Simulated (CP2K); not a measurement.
# A workflow on quartet [OF2]+

Aim: a series of 9 runs (UPBE/cc-pVDZ, UPBE/aug-cc-pVDZ, UPBE/cc-pVTZ, UPBE/aug-cc-pVTZ, UPBE/cc-pVQZ) of F2O. 

Program for the calculation: CP2K 2026.2.

**1. Starting point**

[OF2]+: 3 atoms, total charge +1, spin state quartet. As SMILES of the parent species, `F[O+]F`. Geometry: relaxed at PBE0-D4/def2-TZVP. That shape belongs to the parent species and isn't relaxed for this state.

Bond lengths: F1–O2 1.297 Å, O2–F3 1.297 Å. Angles: F1–O2–F3 108.0°.

**2. Energy and forces at UPBE/cc-pVDZ (run 1)**

Contents of molecule.xyz:

```xyz
3

F      0.920200    -0.309010     0.473410
O      0.000640     0.505210     0.055670
F     -0.920840    -0.196190    -0.529090
```

Contents of job.inp:

```
&FORCE_EVAL
    METHOD QUICKSTEP
    &DFT
        BASIS_SET_FILE_NAME ./cc_pvdz.basis
        POTENTIAL_FILE_NAME POTENTIAL
        CHARGE 1
        MULTIPLICITY 4
        UNRESTRICTED_KOHN_SHAM T
        &QS
            METHOD GAPW
            EPS_DEFAULT 1.0E-10
        &END QS
        &MGRID
            CUTOFF 280
            REL_CUTOFF 50
            NGRIDS 4
        &END MGRID
        &POISSON
            PERIODIC NONE
            POISSON_SOLVER MULTIPOLE
        &END POISSON
        &SCF
            SCF_GUESS ATOMIC
            EPS_SCF 1.0E-06
            MAX_SCF 50
            &OT ON
                MINIMIZER DIIS
                PRECONDITIONER FULL_SINGLE_INVERSE
            &END OT
            &OUTER_SCF
                EPS_SCF 1.0E-06
                MAX_SCF 8
            &END OUTER_SCF
        &END SCF
        &XC
            &XC_FUNCTIONAL PBE
            &END XC_FUNCTIONAL
        &END XC
        &PRINT
            &MOMENTS
                PERIODIC F
                REFERENCE COM
                MAX_MOMENT 1
            &END MOMENTS
            &MO_CUBES
                NLUMO 5
                NHOMO -1
                WRITE_CUBE F
            &END MO_CUBES
            &HIRSHFELD OFF
            &END HIRSHFELD
        &END PRINT
    &END DFT
    &SUBSYS
        &CELL
            ABC [angstrom] 10 9 9.2
            PERIODIC NONE
        &END CELL
        &TOPOLOGY
            COORD_FILE_NAME molecule.xyz
            COORD_FILE_FORMAT XYZ
            &CENTER_COORDINATES
            &END CENTER_COORDINATES
        &END TOPOLOGY
        &KIND F
            BASIS_SET cc-pVDZ
            POTENTIAL ALL
        &END KIND
        &KIND O
            BASIS_SET cc-pVDZ
            POTENTIAL ALL
        &END KIND
    &END SUBSYS
    &PRINT
        &FORCES ON
        &END FORCES
    &END PRINT
&END FORCE_EVAL

&GLOBAL
    PROJECT_NAME job
    RUN_TYPE ENERGY_FORCE
    PRINT_LEVEL MEDIUM
&END GLOBAL
```

On the command line:

```console
$ OMP_NUM_THREADS=2 cp2k.psmp -i job.inp > job.out 2>&1
```

Output:

```text
CP2K| version string:                                       CP2K version 2026.2
 CP2K| Input file name                                                   job.inp

[... 419 lines left out ...]
  Decoupling Energy:                                               0.0871384095
[... 196 lines left out ...]
  Decoupling Energy:                                               0.0871356243
[... 221 lines left out ...]
  Decoupling Energy:                                               0.0871414408
[... 207 lines left out ...]
  Hartree energy:                                              36.64119149137362
[... 210 lines left out ...]
  Decoupling Energy:                                               0.0871433106
[... 208 lines left out ...]
  outer SCF loop FAILED to converge after    9 iterations or  450 steps
[... 1 line left out ...]
 *******************************************************************************
 *   ___                                                                       *
 *  /   \                                                                      *
 * [ABORT]                                                                     *
 *  \___/     SCF run NOT converged. To continue the calculation regardless,   *
 *    |             please set the keyword IGNORE_CONVERGENCE_FAILURE.         *
 *  O/|                                                                        *
 * /| |                                                                        *
 * / \                                                            qs_scf.F:702 *
 *******************************************************************************

 ===== Routine Calling Stack =====

            4 scf_env_do_scf
            3 qs_energies
            2 qs_forces
            1 CP2K

Program received signal SIGABRT: Process abort signal.
```

Run time: 4.2 min. Hardware: 2 threads of Arm Neoverse V1, shared host; peak memory 0.65 GiB.

No converged result was reached.

**3. The doublet: energy and forces at UPBE/aug-cc-pVDZ (run 2)**

molecule.xyz is that of step 2.

Contents of run.inp:

```
&GLOBAL
    PROJECT run
    RUN_TYPE ENERGY_FORCE
    PRINT_LEVEL MEDIUM
&END GLOBAL

&FORCE_EVAL
    METHOD QS
    &DFT
        BASIS_SET_FILE_NAME ./aug_cc_pvdz.basis
        POTENTIAL_FILE_NAME POTENTIAL
        CHARGE 1
        MULTIPLICITY 2
        SPIN_POLARIZED T
        &QS
            METHOD GAPW
            EPS_DEFAULT 1.0E-10
        &END QS
        &MGRID
            CUTOFF 280
            REL_CUTOFF 50
            NGRIDS 4
        &END MGRID
        &POISSON
            PERIODIC NONE
            POISSON_SOLVER MULTIPOLE
        &END POISSON
        &SCF
            SCF_GUESS ATOMIC
            EPS_SCF 1.0E-06
            MAX_SCF 50
            &OT
                MINIMIZER DIIS
                PRECONDITIONER FULL_ALL
            &END OT
            &OUTER_SCF
                EPS_SCF 1.0E-06
                MAX_SCF 5
            &END OUTER_SCF
        &END SCF
        &XC
            &XC_FUNCTIONAL PBE
            &END XC_FUNCTIONAL
        &END XC
        &PRINT
            &MOMENTS
                PERIODIC F
                REFERENCE COM
                MAX_MOMENT 1
            &END MOMENTS
            &MO_CUBES
                NLUMO 1
                NHOMO -1
                WRITE_CUBE F
            &END MO_CUBES
            &HIRSHFELD OFF
            &END HIRSHFELD
        &END PRINT
    &END DFT
    &SUBSYS
        &CELL
            ABC 10 9 9.2
            PERIODIC NONE
        &END CELL
        &TOPOLOGY
            COORD_FILE_NAME molecule.xyz
            COORD_FILE_FORMAT XYZ
            &CENTER_COORDINATES
            &END CENTER_COORDINATES
        &END TOPOLOGY
        &KIND F
            BASIS_SET aug-cc-pVDZ
            POTENTIAL ALL
        &END KIND
        &KIND O
            BASIS_SET aug-cc-pVDZ
            POTENTIAL ALL
        &END KIND
    &END SUBSYS
    &PRINT
        &FORCES ON
        &END FORCES
    &END PRINT
&END FORCE_EVAL
```

On the command line:

```console
$ OMP_NUM_THREADS=2 cp2k.psmp run.inp > run.out
```

Output:

```text
CP2K| version string:                                       CP2K version 2026.2
[...]
 GLOBAL| Method name                                                        CP2K
[...]
 GLOBAL| Run type                                                   ENERGY_FORCE
[...]
 DFT| Spin unrestricted (spin-polarized) Kohn-Sham calculation               UKS
 DFT| Multiplicity                                                             2
[...]
 DFT| Charge                                                                   1
[...]
 FUNCTIONAL| PBE:
 QS| Method:                                                                GAPW
[...]
 QS| Density cutoff [a.u.]:                                                140.0
[...]
 QS| Relative density cutoff [a.u.]:                                        25.0
[...]
                             - Atoms:                                          3
[...]
                             - Spherical basis functions:                     69
[...]
 Number of electrons:                                                         13
[...]
     1 OT DIIS     0.15E+00    0.6     0.25264990      -253.7955607714 -2.54E+02
[...]
    11 OT DIIS     0.15E+00    0.6     0.00000071      -273.9992325409 -3.09E-10
  *** SCF run converged in    11 steps ***
[...]
  Overlap energy of the core charge distribution:               0.00000000000671
  Self energy of the core charge distribution:               -282.03689959746492
  Core Hamiltonian energy:                                    -16.93433207288584
  Hartree energy:                                              38.71953063215867
  Exchange-correlation energy:                                -10.13702118977663
[...]
  Dipole moment [Debye]
    X=  0.5566152E-03 Y=  0.4548904E+00 Z=  0.5009973E-01  Total=      0.4576413
[...]
 WARNING : did not converge in ot_eigensolver
 number of iterations          299  exceeded maximum
 current gradient / target gradient   2.8661284300473468E-005  /    1.0000000000000001E-005
[...]
 HOMO - LUMO gap [eV] :    3.588129
[...]
 ENERGY| Total FORCE_EVAL ( QS ) energy [hartree]           -273.999232541146796
 FORCES| Atomic forces [hartree/bohr]
 FORCES|   Atom     x               y               z               |f|
 FORCES|      1  3.11898719E-02 -2.43248538E-02  1.45397918E-02   4.21415729E-02
 FORCES|      2  3.00901237E-05  4.48555257E-02  5.01628426E-03   4.51351548E-02
 FORCES|      3 -3.12524077E-02 -2.05052356E-02 -1.94782550E-02   4.21494969E-02
 FORCES| Sum    -3.24456775E-05  2.54363735E-05  7.78210766E-05
 FORCES| Total atomic force                                       8.80673098E-05
[...]
```

Run time: 44 s. Hardware: 2 threads of Arm Neoverse V1, shared host; peak memory 0.65 GiB.

**4. Energy and gradient at UPBE/aug-cc-pVDZ (run 3)**

molecule.xyz is that of step 3.

Contents of run.inp:

```
&GLOBAL
 PROJECT run
 RUN_TYPE ENERGY_FORCE
 PRINT_LEVEL MEDIUM
&END GLOBAL

&FORCE_EVAL
 METHOD QUICKSTEP
 &DFT
  BASIS_SET_FILE_NAME ./aug_cc_pvdz.basis
  POTENTIAL_FILE_NAME POTENTIAL
  CHARGE 1
  MULTIPLICITY 4
  UKS T
  &QS
   METHOD GAPW
   EPS_DEFAULT 1.0E-10
  &END QS
  &MGRID
   CUTOFF 280
   REL_CUTOFF 50
   NGRIDS 4
  &END MGRID
  &POISSON
   PERIODIC NONE
   POISSON_SOLVER MULTIPOLE
  &END POISSON
  &SCF
   SCF_GUESS ATOMIC
   EPS_SCF 1.0E-06
   MAX_SCF 50
   &OT
    MINIMIZER DIIS
    PRECONDITIONER FULL_SINGLE_INVERSE
   &END OT
   &OUTER_SCF
    EPS_SCF 1.0E-06
    MAX_SCF 8
   &END OUTER_SCF
  &END SCF
  &XC
   &XC_FUNCTIONAL PBE
   &END XC_FUNCTIONAL
  &END XC
  &PRINT
   &MOMENTS
    PERIODIC F
    REFERENCE COM
    MAX_MOMENT 1
   &END MOMENTS
   &MO_CUBES
    NLUMO 5
    NHOMO -1
    WRITE_CUBE F
   &END MO_CUBES
   &HIRSHFELD OFF
   &END HIRSHFELD
  &END PRINT
 &END DFT
 &SUBSYS
  &CELL
   ABC 10 9 9.2
   PERIODIC NONE
  &END CELL
  &TOPOLOGY
   COORD_FILE_NAME molecule.xyz
   COORD_FILE_FORMAT XYZ
   &CENTER_COORDINATES
   &END CENTER_COORDINATES
  &END TOPOLOGY
  &KIND F
   BASIS_SET aug-cc-pVDZ
   POTENTIAL ALL
  &END KIND
  &KIND O
   BASIS_SET aug-cc-pVDZ
   POTENTIAL ALL
  &END KIND
 &END SUBSYS
 &PRINT
  &FORCES ON
  &END FORCES
 &END PRINT
&END FORCE_EVAL
```

On the command line:

```console
$ OMP_NUM_THREADS=2 cp2k.psmp run.inp > run.out
```

Output:

```text
CP2K| version string:                                       CP2K version 2026.2
 CP2K| Input file name                                                   run.inp

[... 493 lines left out ...]
  Decoupling Energy:                                               0.0872378025
[... 202 lines left out ...]
  Decoupling Energy:                                               0.0877464345
[... 227 lines left out ...]
  Decoupling Energy:                                               0.0871881761
[... 202 lines left out ...]
  Decoupling Energy:                                               0.0872365520
[... 227 lines left out ...]
  Decoupling Energy:                                               0.0872548601
[... 214 lines left out ...]
  outer SCF loop FAILED to converge after    9 iterations or  450 steps
[... 1 line left out ...]
 *******************************************************************************
 *   ___                                                                       *
 *  /   \                                                                      *
 * [ABORT]                                                                     *
 *  \___/     SCF run NOT converged. To continue the calculation regardless,   *
 *    |             please set the keyword IGNORE_CONVERGENCE_FAILURE.         *
 *  O/|                                                                        *
 * /| |                                                                        *
 * / \                                                            qs_scf.F:702 *
 *******************************************************************************

 ===== Routine Calling Stack =====

            4 scf_env_do_scf
            3 qs_energies
            2 qs_forces
            1 CP2K

Program received signal SIGABRT: Process abort signal.
```

Wall time 5.1 min (2 threads of Arm Neoverse V1, shared host); peak memory 0.65 GiB.

The run stopped without converging.

Runs 4 to 8 aren't shown in full; the table further down has their settings and results.

**5. Energy and gradient at UPBE/cc-pVQZ (run 9)**

molecule.xyz is that of step 4.

Contents of calc.inp:

```
&GLOBAL
   PROJECT_NAME calc
   RUN_TYPE ENERGY_FORCE
   PRINT_LEVEL MEDIUM
&END GLOBAL

&FORCE_EVAL
   METHOD QS
   &DFT
      BASIS_SET_FILE_NAME ./cc_pvqz.basis
      POTENTIAL_FILE_NAME POTENTIAL
      CHARGE 1
      MULTIPLICITY 4
      LSD T
      &QS
         METHOD GAPW
         EPS_DEFAULT 1.0E-10
      &END QS
      &MGRID
         CUTOFF 280
         REL_CUTOFF 50
         NGRIDS 4
      &END MGRID
      &POISSON
         PERIODIC NONE
         POISSON_SOLVER MULTIPOLE
      &END POISSON
      &SCF
         SCF_GUESS ATOMIC
         EPS_SCF 1.0E-06
         MAX_SCF 50
         &OT ON
            MINIMIZER DIIS
            PRECONDITIONER FULL_SINGLE_INVERSE
         &END OT
         &OUTER_SCF
            EPS_SCF 1.0E-06
            MAX_SCF 8
         &END OUTER_SCF
      &END SCF
      &XC
         &XC_FUNCTIONAL PBE
         &END XC_FUNCTIONAL
      &END XC
      &PRINT
         &MOMENTS
            PERIODIC F
            REFERENCE COM
            MAX_MOMENT 1
         &END MOMENTS
         &MO_CUBES
            NLUMO 5
            NHOMO -1
            WRITE_CUBE F
         &END MO_CUBES
         &HIRSHFELD OFF
         &END HIRSHFELD
      &END PRINT
   &END DFT
   &SUBSYS
      &CELL
         ABC [angstrom] 10 9 9.2
         PERIODIC NONE
      &END CELL
      &TOPOLOGY
         COORD_FILE_NAME molecule.xyz
         COORD_FILE_FORMAT XYZ
         &CENTER_COORDINATES
         &END CENTER_COORDINATES
      &END TOPOLOGY
      &KIND F
         BASIS_SET cc-pVQZ
         POTENTIAL ALL
      &END KIND
      &KIND O
         BASIS_SET cc-pVQZ
         POTENTIAL ALL
      &END KIND
   &END SUBSYS
   &PRINT
      &FORCES ON
      &END FORCES
   &END PRINT
&END FORCE_EVAL
```

On the command line:

```console
$ OMP_NUM_THREADS=2 cp2k.psmp -i calc.inp -o calc.out
```

Output:

```text
CP2K| version string:                                       CP2K version 2026.2
 CP2K| Input file name                                                  calc.inp

[... 490 lines left out ...]
  Decoupling Energy:                                               0.0870316715
[... 202 lines left out ...]
  Decoupling Energy:                                               0.0869504993
[... 227 lines left out ...]
  Decoupling Energy:                                               0.0870186935
[... 202 lines left out ...]
  Decoupling Energy:                                               0.0868558013
[... 227 lines left out ...]
  Decoupling Energy:                                               0.0872380843
[... 214 lines left out ...]
  outer SCF loop FAILED to converge after    9 iterations or  450 steps
[... 1 line left out ...]
 *******************************************************************************
 *   ___                                                                       *
 *  /   \                                                                      *
 * [ABORT]                                                                     *
 *  \___/     SCF run NOT converged. To continue the calculation regardless,   *
 *    |             please set the keyword IGNORE_CONVERGENCE_FAILURE.         *
 *  O/|                                                                        *
 * /| |                                                                        *
 * / \                                                            qs_scf.F:702 *
 *******************************************************************************

 ===== Routine Calling Stack =====

            4 scf_env_do_scf
            3 qs_energies
            2 qs_forces
            1 CP2K

Program received signal SIGABRT: Process abort signal.
```

Wall time 5.7 min (2 threads of Arm Neoverse V1, shared host); peak memory 0.66 GiB.

The iterations ended before the threshold was met.

**6. The series**

```tsv
run	level	ot preconditioner	outer scf	partner	energy (Eh)	wall time
1	UPBE/cc-pVDZ	FULL_SINGLE_INVERSE	8	other spin	not converged	4.2 min
2	UPBE/aug-cc-pVDZ	FULL_ALL	5	base	-273.999233	44 s
3	UPBE/aug-cc-pVDZ	FULL_SINGLE_INVERSE	8	other spin	not converged	5.1 min
4	UPBE/cc-pVTZ	FULL_ALL	5	base	-274.069631	44 s
5	UPBE/cc-pVTZ	FULL_SINGLE_INVERSE	8	other spin	not converged	4.4 min
6	UPBE/aug-cc-pVTZ	FULL_ALL	5	base	-274.073844	59 s
7	UPBE/aug-cc-pVTZ	FULL_SINGLE_INVERSE	8	other spin	not converged	5.9 min
8	UPBE/cc-pVQZ	FULL_ALL	5	base	-274.094085	59 s
9	UPBE/cc-pVQZ	FULL_SINGLE_INVERSE	8	other spin	not converged	5.7 min
```

Convergence of the HOMO energy (highest over α and β) of doublet [OF2]+ with the basis set, against the last point:

```tsv
basis set	from the last (eV)	wall time
aug-cc-pVDZ	-0.0444	44 s
cc-pVTZ	+0.0049	44 s
aug-cc-pVTZ	-0.0165	59 s
cc-pVQZ	+0.0000	59 s
```

Convergence of the total energy of doublet [OF2]+ with the basis set, against the last point:

```tsv
basis set	from the last (mEh)	wall time
aug-cc-pVDZ	+94.852	44 s
cc-pVTZ	+24.454	44 s
aug-cc-pVTZ	+20.241	59 s
cc-pVQZ	+0.000	59 s
```

**7. Results**

| quantity | value |
| --- | --- |
| doublet, run 8: total energy | -274.09408 Eh |
| doublet, run 8: HOMO energy (highest over α and β) | -18.82 eV |
| doublet, run 8: LUMO energy (lowest over α and β) | -17.12 eV |
| doublet, run 8: ⟨S²⟩ | 0.751 |
| doublet, run 8: largest force on an atom | 2.053 eV/Å |

**Reading.** For the HOMO energy (highest over α and β) of doublet [OF2]+ to stay within 0.02 eV of the last point, cc-pVTZ is the first point of the series from which all later ones do (44 s against 59 s). Over the runs the total energy spans 2.581 eV. All runs together took 29 min, the longest 5.9 min. 5 of the 9 runs did not end normally.
